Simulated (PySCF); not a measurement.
Molecule: `C=CC(=O)F`, C₃H₃FO.

Molfile (atoms numbered from 1):
```
C3H3FO
     RDKit          3D

  8  7  0  0  0  0  0  0  0  0999 V2000
    0.9872    0.7719   -0.0772 C   0  0  0  0  0  0  0  0  0  0  0  0
    0.1410   -0.1013    0.4733 C   0  0  0  0  0  0  0  0  0  0  0  0
   -0.9898   -0.6348   -0.3103 C   0  0  0  0  0  0  0  0  0  0  0  0
   -1.2779   -0.3954   -1.4357 O   0  0  0  0  0  0  0  0  0  0  0  0
   -1.7252   -1.4821    0.4223 F   0  0  0  0  0  0  0  0  0  0  0  0
    0.8450    1.0942   -1.1130 H   0  0  0  0  0  0  0  0  0  0  0  0
    1.8321    1.1794    0.4828 H   0  0  0  0  0  0  0  0  0  0  0  0
    0.2444   -0.4508    1.5032 H   0  0  0  0  0  0  0  0  0  0  0  0
  1  2  2  0
  2  3  1  0
  3  4  2  0
  3  5  1  0
  1  6  1  0
  1  7  1  0
  2  8  1  0
M  END
```

Geometry PBE0-D3(BJ)/def2-SVP throughout; GIAO in PySCF 2.14.0 with density-fitted response routines, gas phase, one conformer, non-relativistic; equivalent atoms averaged; functional PBE0.

Task: How do the absolute shieldings σ depend on the basis set? (ppm; last column core-seconds on 1 thread of an Arm Neoverse V1, shared host)

Result: 
```csv
basis set,functions,C3,C1,C2,O4,F5,H6,H7,H8,core-s
pcSseg-0,51,15.5,37.3,54.5,-135.4,125.2,25.14,25.94,26.53,2.8
cc-pVDZ,85,42.1,56.3,70.7,-52.2,161.7,24.25,25.04,25.35,4.5
aug-cc-pVDZ,142,38.3,54.8,70.3,-45.9,162.4,24.06,24.89,24.97,8.2
cc-pVTZ,192,25.1,40.9,57.3,-74.1,144.3,24.10,24.91,24.99,12
IGLO-III,205,18.3,32.3,49.4,-84.1,137.5,24.14,24.97,25.04,13
```

Task: Which nucleus moves most, in ppm?

Result: O4 (carbonyl oxygen): from -135.4 ppm with pcSseg-0 to -45.9 ppm with aug-cc-pVDZ. The smallest spread is 1.05 ppm, at H7. Proton shifts span only some 12 ppm, so a few tenths of a ppm matter as much there as several ppm in carbon.

Task: Taking the largest basis, IGLO-III (205 functions), as the yardstick, rank the others by their worst heavy-atom deviation.

Result: cc-pVTZ 10.1 ppm (192 functions), cc-pVDZ 31.9 ppm (85 functions), aug-cc-pVDZ 38.3 ppm (142 functions), pcSseg-0 51.3 ppm (51 functions).

A small basis that lands close on one nucleus may do so by chance; judge by the trend and by all nuclei.
